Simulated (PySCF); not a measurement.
Input of a run (PBE0-D3(BJ)/def2-SVP geometry optimisation, gas phase (PySCF 2.14.0)), started from MMFF94s:
```
{"job": {"xc": "PBE0", "basis": "def2-SVP", "d3": "d3bj", "grid": 1, "kind": "geom"}, "charge": 0, "multiplicity": 1}
C      1.826423    -0.352101     0.621307
C      1.072187     0.382613    -0.206591
S     -0.541418     0.846322     0.244143
C     -1.481321    -0.593769    -0.196822
O     -0.626870     0.997929     1.684474
O     -0.963035     1.918834    -0.636688
H      2.839564    -0.628532     0.346760
H      1.469118    -0.673077     1.596702
H      1.432828     0.725785    -1.166712
H     -1.357244    -0.788792    -1.263902
H     -1.138015    -1.443528     0.396352
H     -2.532217    -0.391684     0.022272
```

Output (energies in Eh, forces in Eh/bohr):
```
step   0  E = -665.70914836  max force = 0.024518
step   1  E = -665.71221352  max force = 0.004415
step   2  E = -665.71262212  max force = 0.001496
step   3  E = -665.71316391  max force = 0.002925
step   4  E = -665.71344859  max force = 0.002339
step   5  E = -665.71357310  max force = 0.003697
step   6  E = -665.71368533  max force = 0.001191
step   7  E = -665.71370914  max force = 0.000708
step   8  E = -665.71371374  max force = 0.000197
optimisation converged
```

**Question.** Summarise the run.

**Answer.** The energy falls by 0.124 eV over 9 energy and gradient evaluations, the largest force component goes from 0.0245 to 2.0e-04 Eh/bohr, and the atoms move by 0.328 Å rms after alignment. The bond that changes most is C2–S3 (alkene CH carbon to sulfonyl sulfur), which lengthens by 0.040 Å. Bonds longer at the end by more than 0.005 Å: 10 of 11; shorter: 1. Among the angles that change most is C1–C2–H9, from 122.3° to 125.4°. Among the dihedrals that turn most is C1–C2–S3–O6, from 164° to 132°. The energy never rose by more than 1e-6 Eh on the way. The first step brought 67 % of the lowering.

**Question.** What are the final bond lengths?

**Answer.** C1=C2 1.329 Å, C2–S3 1.778 Å, S3–C4 1.784 Å, S3=O5 1.461 Å, S3=O6 1.459 Å, C1–H7 1.093 Å, C1–H8 1.095 Å, C2–H9 1.094 Å, C4–H10 1.097 Å, C4–H11 1.097 Å, C4–H12 1.099 Å. Numbering counts from 1 in the input's order; the species is `C=CS(C)(=O)=O`.

The run used 118 basis functions and 68 SCF cycles in all.

No frequency check. One conformer, not necessarily the lowest.
